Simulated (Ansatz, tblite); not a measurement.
# The cluster H₂Au₂: rung by rung

One table from this session's results is given with a row withheld; the runs are named, their logs left out.

The runs use Ansatz 0.2.0, Gaussian basis; as each input shows.

Levels to be run: GFN1-xTB, GFN2-xTB, PBE-D4/def2-TZVP, r2SCAN-D4/def2-TZVP, r2SCANh-D4/def2-TZVP, CAM-B3LYP-D4/def2-TZVP, BHLYP-D4/def2-TZVP, ωB97M-V/def2-TZVP, ωB97X-V/def2-TZVP, PBE-D4/def2-SVP, PBE0-D4/def2-SVP, PBE0-D4/def2-TZVPD, PBE-D4/def2-TZVPD, r2SCAN-D4/def2-TZVPD, CCSD(T)/def2-TZVPP, MP2/def2-TZVP, RPA/def2-TZVP, CCSD(T)/def2-TZVPD.

3 further runs of the same task are left out: 3 set aside as unsound or not needed. Runs told in other sessions of the task aren't counted.

### The geometry

The singlet was relaxed beforehand with r2SCAN-D4/def2-TZVP. At that level it is the lowest of the isomers that a small search found.

4 atoms, charge 0, spin multiplicity 1.

Bond lengths: Au1–Au2 2.697 Å, Au1–H3 1.772 Å, Au1–H4 1.586 Å, Au2–H3 1.634 Å. Angles: Au2–Au1–H3 35.9°, Au2–Au1–H4 177.5°, H3–Au1–H4 141.6°, Au1–Au2–H3 39.5°, Au1–H3–Au2 104.6°.

Coordinates:

| atom | x (Å) | y (Å) | z (Å) |
| --- | --- | --- | --- |
| Au1 | 0.32330 | 0.60897 | 0.08469 |
| Au2 | -1.64997 | -1.20550 | 0.37918 |
| H3 | -0.19111 | -1.03378 | -0.33746 |
| H4 | 1.51778 | 1.63033 | -0.12641 |

Au takes a core potential in the def2 sets. No spin-orbit coupling is included.

PBE0-D4/def2-TZVP was run before; its log isn't repeated, and its numbers join the tables.

Set-up of the first run:

Tight binding, by tblite at 300 K electronic temperature and without a spin-polarisation term:

```python
tblite.interface.Calculator('GFN1-xTB', numbers, positions, charge=0, uhf=0).singlepoint()
```

Tight binding, by tblite at 300 K electronic temperature and without a spin-polarisation term:

```python
tblite.interface.Calculator('GFN2-xTB', numbers, positions, charge=0, uhf=0).singlepoint()
```

start.molden holds the orbitals of an earlier run on this state, given as this run's starting guess.

Contents of in.yaml:

```yaml
crystal:
  periodic: [false, false, false]
  atoms:
    - {symbol: Au, position_ang: [0.323304, 0.608967, 0.084687]}
    - {symbol: Au, position_ang: [-1.649974, -1.205501, 0.379183]}
    - {symbol: H, position_ang: [-0.191107, -1.033784, -0.337459]}
    - {symbol: H, position_ang: [1.517776, 1.630328, -0.126411]}
basis:
  gaussian: {orbitals: def2-TZVP, initial_orbitals: start.molden}
hamiltonian: {xc: pbe, dispersion: d4}
scf: {omitted_lower_state_checks: [starts]}
output: {forces: true, orbitals: {seedname: orbitals}}
```

On the command line:

```bash
$ ansatz run in.yaml --threads 4 --pin off --events-out ev --progress --plain --max-ram 3916MiB
```

Among the steps run: PBE-D4/def2-TZVP; r2SCAN-D4/def2-TZVP; r2SCANh-D4/def2-TZVP; CAM-B3LYP-D4/def2-TZVP; BHLYP-D4/def2-TZVP; ωB97M-V/def2-TZVP; ωB97X-V/def2-TZVP; PBE-D4/def2-SVP; PBE0-D4/def2-SVP; PBE0-D4/def2-TZVPD; PBE-D4/def2-TZVPD; r2SCAN-D4/def2-TZVPD; CCSD(T)/def2-TZVPP; MP2/def2-TZVP; RPA/def2-TZVP; CCSD(T)/def2-TZVPD.

One of the session's tables, all rows but one given; the rest of the session is left out.

```
                 level  HOMO (eV)  LUMO (eV)  gap (eV)
       PBE-D4/def2-SVP      -6.30      -3.81      2.49
      PBE-D4/def2-TZVP      -6.30      -3.94      2.36
     PBE-D4/def2-TZVPD      -6.29      -3.97      2.32
   r2SCAN-D4/def2-TZVP          ?          ?         ?
  r2SCAN-D4/def2-TZVPD      -6.45      -3.79      2.66
  r2SCANh-D4/def2-TZVP      -6.79      -3.49      3.29
      PBE0-D4/def2-SVP      -7.10      -3.10      4.00
     PBE0-D4/def2-TZVP      -7.10      -3.21      3.89
    PBE0-D4/def2-TZVPD      -7.08      -3.23      3.85
    BHLYP-D4/def2-TZVP      -7.81      -2.54      5.27
CAM-B3LYP-D4/def2-TZVP      -8.27      -2.44      5.83
     ωB97X-V/def2-TZVP      -9.06      -1.41      7.65
     ωB97M-V/def2-TZVP      -8.99      -1.59      7.40
```

Estimate the missing values for r2SCAN-D4/def2-TZVP.

As computed: HOMO (eV): -6.47; LUMO (eV): -3.76; gap (eV): 2.71. In the column «HOMO (eV)» it lies between r2SCANh-D4/def2-TZVP (-6.79) and r2SCAN-D4/def2-TZVPD (-6.45).
